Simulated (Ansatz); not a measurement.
**C₃H₇FO₂: up Jacob's ladder to CCSD(T)**

One table from this session's results is given with a row withheld; the runs are named, their logs left out.

Method: functionals in def2-TZVPP, the program's frozen cores in correlated methods; program: Ansatz 0.2.0, Gaussian basis.

Plan: PBE-D4, r2SCAN-D4, PBE0-D4, B3LYP-D4, ωB97X-V, ωB97M-V, B2PLYP; CCSD(T)/def2-TZVPP; MP2/def2-QZVPP; extrapolation to the limit.

### The relaxed structure

The geometry comes from an earlier relaxation with PBE0-D4 in a triple-zeta def2 set; it is a stationary point, not always the lowest conformer.

13 atoms, charge 0, spin multiplicity 1.

Atoms are counted from 1 here; the program's logs count them from 0.

Bond lengths: C1–C2 1.516 Å, C1–H7 1.091 Å, C1–H8 1.091 Å, C1–H9 1.091 Å, C2–C3 1.515 Å, C2–H10 1.092 Å, C2–H11 1.094 Å, C3–O4 1.390 Å, C3–O5 1.375 Å, C3–F6 1.370 Å, O4–H12 0.962 Å, O5–H13 0.965 Å. Angles: C2–C1–H7 111.3°, C2–C1–H8 110.4°, C2–C1–H9 110.9°, H7–C1–H8 108.2°, H7–C1–H9 107.8°, H8–C1–H9 108.1°, C1–C2–C3 113.1°, C1–C2–H10 111.2°, C1–C2–H11 111.1°, C3–C2–H10 107.0°, C3–C2–H11 107.4°, H10–C2–H11 106.6°, C2–C3–O4 114.4°, C2–C3–O5 108.5°, C2–C3–F6 109.6°, O4–C3–O5 111.7°, O4–C3–F6 103.3°, O5–C3–F6 109.2° and more.

The first run:

Contents of in.yaml:

```yaml
crystal:
  periodic: [false, false, false]
  atoms:
    - {symbol: C, position_ang: [-0.754047, -1.440116, 0.290399]}
    - {symbol: C, position_ang: [-0.168463, -0.395325, -0.639201]}
    - {symbol: C, position_ang: [0.188706, 0.896217, 0.066734]}
    - {symbol: O, position_ang: [1.085590, 0.747123, 1.117656]}
    - {symbol: O, position_ang: [0.647157, 1.792396, -0.869459]}
    - {symbol: F, position_ang: [-0.926297, 1.411232, 0.674076]}
    - {symbol: H, position_ang: [-0.059249, -1.691181, 1.093721]}
    - {symbol: H, position_ang: [-0.981742, -2.354221, -0.260567]}
    - {symbol: H, position_ang: [-1.677240, -1.081626, 0.747943]}
    - {symbol: H, position_ang: [-0.868852, -0.140348, -1.437651]}
    - {symbol: H, position_ang: [0.739961, -0.764192, -1.125322]}
    - {symbol: H, position_ang: [1.900773, 0.388589, 0.754096]}
    - {symbol: H, position_ang: [0.894203, 2.596754, -0.397623]}
basis:
  gaussian: {orbitals: def2-TZVPP}
hamiltonian: {xc: pbe, dispersion: d4}
output: {forces: true, orbitals: {seedname: orbitals}}
```

Run with:

```
$ ansatz run in.yaml --threads 2 --pin off --events-out ev --progress --plain --max-ram 22528MiB --backend cuda --devices 0, --max-vram 18GiB
```

Steps of the session up to this table: PBE-D4 (GGA); r2SCAN-D4 (meta-GGA); PBE0-D4 (hybrid); B3LYP-D4 (hybrid); ωB97X-V (range-separated); ωB97M-V (range-separated); B2PLYP (double hybrid); CCSD(T) in def2-TZVPP; MP2 in def2-QZVPP.

One of the session's tables, all rows but one given; the rest of the session is left out.

It belongs to the step «Atomisation energies». 

| method | atomisation energy (kcal/mol) |
| --- | --- |
| PBE-D4 | 1268.8 |
| r2SCAN-D4 | 1239.9 |
| PBE0-D4 | 1239.6 |
| B3LYP-D4 | 1231.3 |
| ωB97X-V | 1238.1 |
| ωB97M-V | ? |
| B2PLYP | 1221.7 |
| HF/def2-TZVPP | 879.7 |
| MP2/def2-TZVPP | 1233.4 |
| CCSD/def2-TZVPP | 1186.6 |
| CCSD(T)/def2-TZVPP | 1206.0 |
| MP2/CBS | 1264.9 |
| CCSD(T)/CBS | 1237.5 |

**Question.** Estimate the row for ωB97M-V.

As computed: atomisation energy (kcal/mol): 1240.6. In the column «atomisation energy (kcal/mol)» it lies between r2SCAN-D4 (1239.9) and MP2/CBS (1264.9).
